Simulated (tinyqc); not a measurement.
A ladder of methods, and size consistency: correlation methods against full CI in the sto-6g basis, for H2O, spin multiplicity 1. Computed by the program tinyqc with PySCF. All electrons correlated; +Q is the Davidson correction (1 - c0^2) E_corr. The last columns treat two copies 100 angstrom apart as one system. FCI is the lowest singlet.

Geometry (angstrom):

| atom | x | y | z |
|---|---|---|---|
| O | 0.0000 | 0.0000 | 0.0000 |
| H | 0.0000 | 0.8640 | 0.6810 |
| H | 0.0000 | -0.8640 | 0.6810 |

RHF energy of one = -75.656996 hartree

Correlation energies (hartree):

| method | E_corr of one | share of FCI (%) | E_corr of two at 100 angstrom | two minus twice one (mhartree) |
|---|---|---|---|---|
| MP2 | -0.049585 | 69.2597 | -0.099170 | 0.0000 |
| CISD | -0.069797 | 97.4916 | -0.133778 | 5.8165 |
| CISD+Q | -0.072974 | 101.9292 | -0.144449 | 1.4991 |
| CCSD | -0.071372 | 99.6914 | -0.142744 | 0.0000 |
| CCSD(T) | -0.071471 | 99.8294 | -0.142942 | 0.0000 |
| FCI | -0.071593 | 100.0000 | - | - |

What does the comparison show, and why?

MP2 recovers 69 %, CISD 97.5 % and CCSD 99.7 % of the FCI value (c0^2 = 0.954 in CISD). MP2 and coupled cluster are size consistent, so their last column vanishes; CISD loses 5.82 mhartree, since a double excitation on each copy is a quadruple of the pair, and the Davidson correction leaves +1.50.
